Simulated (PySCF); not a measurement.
## Which basis set comes closest?

Molecule: `CP(C)(C)=O`, C3H9OP.

Mapped SMILES: `[CH3:1][P:2]([CH3:3])([CH3:4])=[O:5]`; H(Xn) means a hydrogen on atom n.

Geometry PBE0-D3(BJ)/def2-SVP throughout; GIAO in PySCF 2.14, gas phase, one conformer, non-relativistic; equivalent atoms averaged; functional PBE0.

Reference values (measured; solution, CDCl3; B. Maryasin, H. Zipse, Phys. Chem. Chem. Phys. 13 (2011) 5150): δ(P2) = 39.3 ppm vs 85 % H3PO4. Computed shifts are taken against H3PO4, calculated as an isolated molecule at each level.

**Question.** How do the basis sets STO-3G, 6-31G, 6-31G*, def2-SVP, 6-311+G(2d,p), def2-TZVP perform against the reference? Times are CPU seconds on 1 thread of an Arm Neoverse V1, shared host.

**Answer.** 
| basis set | functions | P2 | abs. error P | core-s |
| --- | --- | --- | --- | --- |
| STO-3G | 38 | -100.8 | 140.1 | 3 |
| 6-31G | 67 | -49.7 | 89.0 | 5.9 |
| 6-31G* | 92 | 5.6 | 33.7 | 7.7 |
| def2-SVP | 119 | 6.3 | 33.0 | 9.4 |
| 6-311+G(2d,p) | 197 | 2.4 | 36.9 | 19 |
| def2-TZVP | 215 | 6.8 | 32.5 | 23 |

For ³¹P the closest is def2-TZVP (32.5 ppm) and the furthest STO-3G (140.1 ppm). Where a smaller basis beats a larger one, errors probably cancel. One molecule is a small sample, and vibrational and solvent effects are absent from the calculation.

A small basis that lands close on one nucleus may do so by chance; judge by the trend and by all nuclei.
